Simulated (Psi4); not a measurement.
# Two attempts at BSiH2Cl (SMILES B[Si]Cl)

Aim: the energy of BSiH2Cl at ULCCD/6-31++G** (Cholesky decomposition, density fitting for correlation, Cartesian functions).

The results are computed with Psi4 1.11.

1 further run of the same task is left out (it didn't finish).

## (1) The molecule

BSiH2Cl: 5 atoms, total charge 0, spin state triplet. As SMILES, `B[Si]Cl`. The shape is that of a GFN2-xTB optimisation.

Bond lengths: B1–Si2 1.886 Å, Si2–Cl3 2.073 Å, B1–H4 1.174 Å, B1–H5 1.171 Å. Angles: B1–Si2–Cl3 123.8°, Si2–B1–H4 119.9°, Si2–B1–H5 120.3°, H4–B1–H5 119.8°.

## (2) The input as first written

bclh2si.xyz

```xyz
5
BClH2Si
B     -0.674100     0.367960    -0.302510
Si     0.334580    -1.081930     0.357550
Cl     2.311390    -0.930270     0.961480
H     -0.184480     1.431210    -0.387430
H     -1.787390     0.213030    -0.629090
```

calc.py

```python
import psi4

psi4.set_memory('1600 MB')
psi4.set_num_threads(1)
psi4.core.set_output_file('psi4.out', False)

with open('bclh2si.xyz') as f:
    atoms = ''.join(f.readlines()[2:])
geom = psi4.geometry('0 3\n' + atoms + 'no_reorient\nno_com')

psi4.set_options({
    'basis': '6-31++G**',
    'reference': 'uhf',
    'scf_type': 'direct',
    'freeze_core': True,
    'cc_type': 'df',
    'ints_tolerance': 0.0001,
    'maxiter': 50,
})

e_tot = psi4.energy("lccd", molecule=geom)
print(f'lccd energy: {e_tot:.10f} Eh')
for k, v in sorted(psi4.core.scalar_variables().items()):
    print(f'{k:45s} {v:18.10f}')
```

On the command line:

```sh
$ python calc.py
```

psi4.out:

```text
[...]
  Running in c1 symmetry.
[...]
  Nuclear repulsion =  108.028327319706776
[...]
  Multiplicity = 3
[...]
  Nalpha       = 20
  Nbeta        = 18
[...]
    Number of basis functions: 77
[...]
   @DF-UHF iter   1:  -774.12317724944660   -6.79564e-01   3.60356e-03 ADIIS/DIIS
[...]
   @UHF iter  34:  -774.21073844821967   -9.09495e-13   8.81433e-09 DIIS
[...]
   @S^2 Observed:                2.007409644E+00
[...]
    Orbital Energies [Eh]
    ---------------------
    Alpha Occupied:
       1A   -104.828963     2A    -68.827270     3A    -10.563295
       4A     -8.033237     5A     -8.030365     6A     -8.029738
       7A     -7.623179     8A     -6.186249     9A     -4.294879
      10A     -4.293682    11A     -4.285651    12A     -1.111659
      13A     -0.784173    14A     -0.648834    15A     -0.534094
      16A     -0.513967    17A     -0.500746    18A     -0.487060
      19A     -0.370854    20A     -0.323387
    Alpha Virtual:
      21A     -0.266013    22A      0.043162    23A      0.059245
      24A      0.071380    25A      0.077710    26A      0.088654
[...]
  @UHF Final Energy:  -774.21073844821967
   => Energetics <=
    Nuclear Repulsion Energy =            108.0283273197067757
    One-Electron Energy =               -1284.9462830661950647
    Two-Electron Energy =                 402.7072172982686311
    Total Energy =                       -774.2107384482196721
  UHF NO Occupations:
  HONO-2 :   18  A 1.9977273
  HONO-1 :   19  A 1.0000000
[...]
 Multipole Moments:
 ------------------------------------------------------------------------------------
     Multipole            Electronic (a.u.)      Nuclear  (a.u.)        Total (a.u.)
 ------------------------------------------------------------------------------------
 L = 1.  Multiply by 2.5417464519 to convert [e a0] to [Debye]
 Dipole X            :        -73.6020307           73.0102870           -0.5917438
 Dipole Y            :         51.7709793          -51.9250819           -0.1541026
 Dipole Z            :        -35.7235019           35.5680283           -0.1554736
 Magnitude           :                                                    0.6309361
[...]
	DF-SCS-MP2 Total Energy (a.u.)     :  -774.48140083989006
	DF-SOS-MP2 Total Energy (a.u.)     :  -774.48060526859638
	DF-SCS(N)-MP2 Total Energy (a.u.)  :  -774.32454651169587
[...]
	DF-MP2 Total Energy (a.u.)         :  -774.48299198247753
[...]
```

On the terminal:

```text
lccd energy: -774.5282735171 Eh
CURRENT CORRELATION ENERGY                         -0.3175350689
CURRENT ENERGY                                   -774.5282735171
CURRENT REFERENCE ENERGY                         -774.2107384482
DD SOLVATION ENERGY                                 0.0000000000
HF KINETIC ENERGY                                 774.1020341451
HF POTENTIAL ENERGY                             -1548.3127725933
HF TOTAL ENERGY                                  -774.2107384482
HF VIRIAL RATIO                                     2.0001404263
LCCD CORRELATION ENERGY                            -0.3175350689
LCCD DOUBLES ENERGY                                -0.3175350689
LCCD OPPOSITE-SPIN CORRELATION ENERGY              -0.2523804584
LCCD SAME-SPIN CORRELATION ENERGY                  -0.0651546106
LCCD SINGLES ENERGY                                 0.0000000000
LCCD TOTAL ENERGY                                -774.5282735171
MP2 CORRELATION ENERGY                             -0.2722535343
MP2 DOUBLES ENERGY                                 -0.2722535343
MP2 OPPOSITE-SPIN CORRELATION ENERGY               -0.2075898618
MP2 SAME-SPIN CORRELATION ENERGY                   -0.0646636724
MP2 SINGLES ENERGY                                  0.0000000000
MP2 TOTAL ENERGY                                 -774.4829919825
NUCLEAR REPULSION ENERGY                          108.0283273197
ONE-ELECTRON ENERGY                             -1284.9462830662
PCM POLARIZATION ENERGY                             0.0000000000
PE ENERGY                                           0.0000000000
SCF ITERATION ENERGY                             -774.2107384482
SCF ITERATIONS                                     34.0000000000
SCF TOTAL ENERGY                                 -774.2107384482
SCS(N)-MP2 CORRELATION ENERGY                      -0.1138080635
SCS(N)-MP2 TOTAL ENERGY                          -774.3245465117
SCS-MP2 CORRELATION ENERGY                         -0.2706623917
SCS-MP2 TOTAL ENERGY                             -774.4814008399
SOS-MP2 CORRELATION ENERGY                         -0.2698668204
SOS-MP2 TOTAL ENERGY                             -774.4806052686
TWO-ELECTRON ENERGY                               402.7072172983
```

Wall time 12 s (1 thread of Intel Xeon 6975P-C (Granite Rapids), shared host); peak memory 0.24 GiB.

## (3) What went wrong

It ran to the end. The result can't be trusted all the same.

The cause is that the screening of the two-electron integrals is far too loose. Among its listed settings the sound run differs in this, and the input shows the rest: integrals cd in place of direct; integral approximation Cholesky in place of none.

## (4) Second attempt

bclh2si.xyz is that of step 2.

run.py

```python
import psi4

psi4.set_memory(1600000000)
psi4.set_num_threads(1)
psi4.set_output_file('bclh2si.out', False)

with open('bclh2si.xyz') as f:
    atoms = ''.join(f.readlines()[2:])
m = psi4.geometry('0 3\n' + atoms + 'no_reorient\nno_com')

options = {'basis': '6-31++G**', 'reference': 'uhf', 'scf_type': 'cd', 'freeze_core': True, 'cc_type': 'df'}
psi4.set_options(options)

e_tot, wfn = psi4.energy("lccd", return_wfn=True)
print(f'lccd energy: {e_tot:.10f} Eh')
```

On the command line:

```sh
$ python run.py
```

bclh2si.out:

```text
[...]
  Running in c1 symmetry.
[...]
  Nuclear repulsion =  108.028327319706776
[...]
  Multiplicity = 3
[...]
  Nalpha       = 20
  Nbeta        = 18
[...]
    Number of basis functions: 77
[...]
   @UHF iter   1:  -774.12281556429537   -6.79562e-01   3.60456e-03 DIIS/ADIIS
[...]
   @UHF iter  15:  -774.20948988033660   -5.11591e-12   6.18348e-09 DIIS
[...]
   @S^2 Observed:                2.006774597E+00
[...]
    Orbital Energies [Eh]
    ---------------------
    Alpha Occupied:
       1A   -104.827959     2A    -68.826032     3A    -10.562634
       4A     -8.032356     5A     -8.029571     6A     -8.028857
       7A     -7.621873     8A     -6.185134     9A     -4.293772
      10A     -4.292650    11A     -4.284597    12A     -1.110549
      13A     -0.783499    14A     -0.648008    15A     -0.533397
      16A     -0.513219    17A     -0.499926    18A     -0.485789
      19A     -0.370938    20A     -0.322420
    Alpha Virtual:
      21A      0.043796    22A      0.057701    23A      0.067069
      24A      0.072865    25A      0.089015    26A      0.094140
[...]
  @UHF Final Energy:  -774.20948988033660
   => Energetics <=
    Nuclear Repulsion Energy =            108.0283273197067757
    One-Electron Energy =               -1284.9776977460255694
    Two-Electron Energy =                 402.7398805459822597
    Total Energy =                       -774.2094898803366050
  UHF NO Occupations:
  HONO-2 :   18  A 1.9978621
  HONO-1 :   19  A 1.0000000
[...]
 Multipole Moments:
 ------------------------------------------------------------------------------------
     Multipole            Electronic (a.u.)      Nuclear  (a.u.)        Total (a.u.)
 ------------------------------------------------------------------------------------
 L = 1.  Multiply by 2.5417464519 to convert [e a0] to [Debye]
 Dipole X            :        -73.6094256           73.0102870           -0.5991387
 Dipole Y            :         51.7674731          -51.9250819           -0.1576088
 Dipole Z            :        -35.7248172           35.5680283           -0.1567889
 Magnitude           :                                                    0.6390543
[...]
	DF-SCS-MP2 Total Energy (a.u.)     :  -774.47974980515073
	DF-SOS-MP2 Total Energy (a.u.)     :  -774.47900598169986
	DF-SCS(N)-MP2 Total Energy (a.u.)  :  -774.32288226932599
[...]
	DF-MP2 Total Energy (a.u.)         :  -774.48123745205237
[...]
```

On the terminal:

```text
lccd energy: -774.5265715483 Eh
```

Wall time 6.3 s (1 thread of Intel Xeon 6975P-C (Granite Rapids), shared host); peak memory 0.24 GiB.

## (5) Outcome

At ULCCD/6-31++G** (Cholesky decomposition, density fitting for correlation, Cartesian functions):

| quantity | value |
| --- | --- |
| total energy | -774.52657 Eh |
| HOMO energy (Hartree–Fock orbitals) (highest over α and β) | -8.77 eV |
| LUMO energy (Hartree–Fock orbitals) (lowest over α and β) | 0.06 eV |
| correlation energy (11 core orbitals frozen) | -317.1 mEh |
| ⟨S²⟩ of the reference determinant | 2.007 |

In words: The first attempt's energy was -0.046 eV off this one.
